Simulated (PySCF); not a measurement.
**Working out the ionisation energy of N**

N [He] 2s2 2p3 (4S) → N⁺ [He] 2s2 2p2 (3P). Computed with PySCF 2.14 in aug-cc-pCVQZ-DK, with the spin-free X2C one-electron Hamiltonian (Gaussian nucleus). Frozen: nothing. Energies in hartree (1 hartree = 27.21139 eV):

```json
{"part": "UHF", "N (lower)": "-54.433106", "N⁺ (upper)": "-53.922796"}
{"part": "MP2 opposite-spin", "N (lower)": "-0.123112", "N⁺ (upper)": "-0.113482"}
{"part": "MP2 same-spin", "N (lower)": "-0.037033", "N⁺ (upper)": "-0.019026"}
```

**Question.** What does Hartree-Fock give?

**Answer.** (-53.922796) − (-54.433106) = 0.510310 hartree = 13.886 eV.

**Question.** What do MP2 and SCS-MP2 (6/5 opposite-spin, 1/3 same-spin) give?

**Answer.** The opposite-spin parts differ by 0.262 eV and the same-spin parts by 0.490 eV. MP2: 13.886 + (0.262) + (0.490) = 14.638 eV. SCS-MP2: 13.886 + 1.2 × (0.262) + (0.490)/3 = 14.364 eV.

Measured between the centres of the two terms (NIST): 14.545 eV, so MP2 (valence and next inner shell) is off by 0.093 eV.

What remains against the reference includes basis incompleteness and correlation beyond second order.
